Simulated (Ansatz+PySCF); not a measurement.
**doublet C₂H₄F: levels of theory in one basis**

```xyz
7

C     0.1121    0.5188   -0.1075
C    -1.1927   -0.1694    0.0058
H     0.2974    1.5300    0.2391
H    -1.3633   -0.6045    1.0583
H    -2.0057    0.5292   -0.2042
H    -1.2577   -1.0018   -0.7022
F     1.2035   -0.2778    0.0113
```

Basis set: cc-pVTZ (spherical functions). Left uncorrelated: 3 orbitals. Correlation on ROHF uses semicanonical orbitals with singles. Charge 0, multiplicity 2.

Computed with Ansatz (development build ahead of 0.2.0); each method stands on the lowest determinant of its kind that the runs found.

| method | E − E(ROHF) (eV) | <S²> of the determinant |
| --- | --- | --- |
| ROHF | 0.00 | 0.75 |
| UHF | -0.12 | 0.76 |
| ROHF-MP2 | -15.66 | – |
| UHF-MP2 | -15.65 | 0.76 |
